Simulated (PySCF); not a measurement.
Compound: C₄H₁₁PS.
Cartesian coordinates in Å at the GFN2-xTB level; atoms count from 1:
```
atom  x, y, z in Å
C1    -2.5030   -0.9356    1.0155
S2    -1.4335   -1.6903   -0.2365
C3    -0.6012   -0.1911   -0.8391
P4     0.4643    0.5939    0.4807
C5     1.7960   -0.6847    0.5023
C6     1.2764    1.8400   -0.6197
H7    -3.2506   -0.3154    0.5280
H8    -2.9816   -1.7457    1.5552
H9    -1.8898   -0.3410    1.6881
H10    0.0019   -0.5035   -1.6936
H11   -1.3667    0.5135   -1.1711
H12    2.2194   -0.8305   -0.4912
H13    2.5774   -0.3712    1.1919
H14    1.3719   -1.6222    0.8582
H15    2.0801    2.3192   -0.0640
H16    1.6821    1.3753   -1.5177
H17    0.5499    2.6011   -0.8979
```

The closed-shell ground state was solved at several levels (PySCF, density fitting, gas phase, non-relativistic).

```csv
level,basis functions,total energy (Eh),HOMO (eV),LUMO (eV),gap (eV),dipole (D)
wB97X-D/def2-SVPD,219,-898.2042,-8.00,2.11,10.11,1.42
PBE0/pcSseg-1,171,-898.0714,-6.20,0.91,7.11,1.37
```

**Question.** Estimate the row for PBE0/def2-SVPD, a basis of 219 functions; the other rows only guide the guess.

**Answer.** Total energy -897.7966 Eh, HOMO -6.17 eV, LUMO 0.49 eV, gap 6.66 eV, dipole 1.39 D.

**Question.** Over all these levels, which gives the widest orbital gap and which the narrowest?

**Answer.** wB97X-D/def2-SVPD (range-separated hybrid) has the widest, 10.11 eV, and PBE0/def2-SVPD (global hybrid, 25 % exact exchange) the narrowest, 6.66 eV. The two share the basis. From the narrowest to the widest the HOMO moves by -1.83 eV and the LUMO by +1.62 eV.

**Question.** How far do the dipole and the HOMO energy spread over the levels?

**Answer.** The dipole runs from 1.37 to 1.42 D (mean 1.39 D) and the HOMO from -8.00 to -6.17 eV.

One conformer stands for the species.

Note: wB97X-D ran without an empirical dispersion term, which enters the total energy and its gradient alone.
